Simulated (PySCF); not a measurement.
Gas-phase reaction: 2 NH3 + 2 NO → 2 NH2OH + N2

Computed with PySCF and rigid-rotor harmonic-oscillator thermochemistry at 1 bar. 'Table' is the NASA 1993 thermochemical table (part measured, part estimated). † marks an energy on the PBE0/def2-TZVP geometry and frequencies; other levels use their own. 6-31G* has spherical d functions here. Open shells (unrestricted): NO (multiplicity 2, electronic degeneracy 4); the rest are closed-shell singlets. Spin-orbit splitting is ignored; it lowers the true energy and changes the entropy of NO. B3LYP is the form with VWN-RPA correlation. The harmonic model lacks anharmonicity and excited electronic states, which grow with temperature; levels with a mode under 35 cm⁻¹ are left out. Internal rotation in NH2OH is treated as a harmonic vibration of one conformer, which makes the entropy rough. The table's entry may be an old estimate for NH2OH (not checked at source).

ΔH° and ΔS° at 298 K: table -191 kJ, -143 J/K; B3LYP/6-31G* -146 kJ, -146 J/K; HF/6-31G* -75 kJ, -148 J/K; PBE0/def2-QZVP† -160 kJ, -147 J/K; LDA/def2-TZVP† -223 kJ, -147 J/K; ωB97X-V/def2-TZVP† -160 kJ, -147 J/K.

Task: With the heat capacities included, give log10 K at 500, 1200, 1800, 2000, 2500 K for each.

Result: 
| T (K) | table | B3LYP/6-31G* | HF/6-31G* | PBE0/def2-QZVP† | LDA/def2-TZVP† | ωB97X-V/def2-TZVP† |
|---|---|---|---|---|---|---|
| 500 | 12.4 | 7.5 | 0.0 | 9.0 | 15.5 | 8.9 |
| 1200 | 0.9 | -1.3 | -4.6 | -0.8 | 1.9 | -0.8 |
| 1800 | -1.7 | -3.3 | -5.6 | -3.0 | -1.2 | -3.0 |
| 2000 | -2.2 | -3.7 | -5.8 | -3.5 | -1.8 | -3.5 |
| 2500 | -3.1 | -4.4 | -6.1 | -4.2 | -2.9 | -4.2 |
Ten kJ in ΔG° is worth 1.04 decades in K at 500 K and 0.21 at 2500 K. Holding ΔH° and ΔS° at their 298 K values would give -3.5 (table), -4.6 (B3LYP/6-31G*), -6.2 (HF/6-31G*) at 2500 K.
